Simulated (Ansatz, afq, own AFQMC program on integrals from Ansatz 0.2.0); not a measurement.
TiH, quartet: AFQMC among the cluster methods

```yaml
atoms:
  - { symbol: Ti, position_ang: [0.0000, 0.0000, 0.0000] }
  - { symbol: H, position_ang: [0.0000, 0.0000, 1.5760] }
```

Basis def2-TZVP. Noble-gas cores (and the filled d shells of Ga–Kr and In–Xe) are frozen. Integrals, coupled cluster, full CI and functionals: Ansatz 0.2.0; the random walks run on the same integrals in our own AFQMC program. The CISD trial takes its coefficients from CCSD amplitudes. Released means that phaseless walkers are propagated on without the constraint, phases kept. Error bars are statistical, one sigma. The metal's outer-core s and p shells are frozen, which shifts wave-function levels against functionals.

Determinant: UHF, the one that the program's search chose, which needn't be the lowest solution. The geometry is a point of a scan.

Full CI on the same integrals is exact in this basis and with this determinant's frozen core.

Cautions: no relativity below Rb; outer-core shells of the metal frozen; lower spins were not checked; strong correlation (T1 0.056, weight of the determinant 0.92, largest double 0.07).

The T1 diagnostic is 0.0556, the weight of the determinant in the CISD state is 0.923 and the ⟨S²⟩ of the determinant is 3.759. The size of the correlated space is 5 electrons in 42 orbitals.

| level | correlation energy (eV) |
| --- | --- |
| MP2 | -1.2564 |
| CCSD | -1.6855 |
| CCSD(T) | -1.7295 |

(1) Estimate where phaseless AFQMC with a CISD trial lies against CCSD(T) on the same integrals.

(1) 0.25 ± 0.07 mEh below CCSD(T).

Reference: full CI, correlation energy -1.753 eV. The released energy is read at 3.00 1/Eh, later times being too noisy (meV from the phaseless value at times in 1/Eh: -3.9 ± 1.6 at 0.60, -7.4 ± 2.0 at 1.20, -10.7 ± 1.6 at 2.00, -9.9 ± 2.0 at 3.00, -28 ± 14 at 4.20).

```csv
level,E − E(reference) (mEh),share of correlation (%)
CCSD(T),0.85,98.67
CCSDT,0.05,99.92
CCSDT(Q),0.01,99.98
CCSDTQ,0.00,100.00
ph-AFQMC/CISD,0.60 ± 0.07,99.06
released AFQMC,0.24 ± 0.07,99.62
```

CCSDT and higher add their correlation energy to the determinant of the CCSD(T) run, since their own runs factorise the integrals more tightly (a shift of under 2 meV). Released energies are given only where the last usable release times agree within the noise; a slower fall can still hide under it.
